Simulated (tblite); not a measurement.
CH7Si2 (charge -1).
Z-matrix (Å and degrees, GFN2-xTB geometry), rows numbered from 1:
```
C 
Si  1  1.9045
Si  2  2.2278  1  108.54
H   1  1.0887  2  112.16  3   163.13
H   1  1.0874  2  111.00  3    42.77
H   1  1.0892  2  110.99  3   -76.57
H   2  1.5117  1   98.64  3   147.52
H   2  1.4981  1  102.59  3  -112.90
H   3  1.5022  2  106.61  1    73.05
H   3  1.5027  2  104.47  1   175.65
```

Method: GFN2-xTB as coded in tblite; computed harmonic values from a numerical Hessian at the method's own geometry, unscaled. The method is semi-empirical: single wavenumbers can be off by several per cent or more. Modes of hydrogen on silicon can be 10 to 20 % off. One conformer, not necessarily the lowest.

Harmonic wavenumbers (cm⁻¹): 104.0, 147.9, 189.6, 417.4, 559.4, 572.0, 596.6, 638.1, 712.9, 739.0, 830.2, 851.0, 926.1, 936.4, 1384.0, 1550.4, 1553.2, 1734.6, 1784.3, 1801.4, 1898.0, 2977.2, 2987.8, 3011.4.

A = 13927, B = 3560, C = 3033 MHz; mass 75.009 u (most abundant isotopes); point group C1, symmetry number 1.

**Question.** Zero-point energy?

**Answer.** ½Σν̃ = 14451 cm⁻¹ = 172.88 kJ/mol.

**Question.** Give the ideal-gas entropy at 298.15 K and 1 bar in the rigid-rotor, harmonic-oscillator model (classical rotation).

**Answer.** Translation 162.70, rotation 105.32, vibration 51.40: S = 319.4 J/(mol K).

**Question.** And Cp and H(298.15 K) − H(0)?

**Answer.** Cp = 97.40 J/(mol K), of which vibrations give 64.14 (their classical limit is 24 R = 199.5); H(298.15 K) − H(0) = 18.75 kJ/mol without the zero-point energy, 8.83 from vibrations.

**Question.** What must be added to the electronic energy to get the Gibbs energy at 298.15 K and 1 bar?

**Answer.** ZPE + [H(298.15 K) − H(0)] − T·S = 172.88 + 18.75 − 95.24 = 96.39 kJ/mol.

**Question.** How do the functions run with temperature in this model?

**Answer.** 
```csv
T (K),S (J/(mol K)),Cp (J/(mol K)),H − H(0) (kJ/mol),G − H(0) (kJ/mol),ln q(vib)
100,243.2,51.9,4.10,-20.22,0.45
200,285.5,73.8,10.33,-46.77,1.49
300,320.0,97.8,18.93,-77.08,2.64
500,379.3,134.9,42.44,-147.20,5.10
800,451.0,170.0,88.65,-272.17,8.73
1000,490.6,184.9,124.22,-366.42,10.99
```

q(vib) and H(0) count from the zero-point level.

**Question.** Which modes carry the vibrational entropy at 298.15 K?

**Answer.** 104.0 cm⁻¹: 14.13; 147.9 cm⁻¹: 11.29; 189.6 cm⁻¹: 9.34; 417.4 cm⁻¹: 3.77; 559.4 cm⁻¹: 2.20; 572.0 cm⁻¹: 2.09 J/(mol K); the other 18 give 8.58 together.

Hindered rotation and anharmonicity are outside this model. Other conformers, if any are populated, would add a mixing term that is left out. The structure is chiral; the term R ln 2 for an equal mix with its mirror image is left out.

Time: 0.29 s. Hardware: one thread, Arm Neoverse N1 (aarch64), no GPU, shared host. The figure is for the frequency step alone.
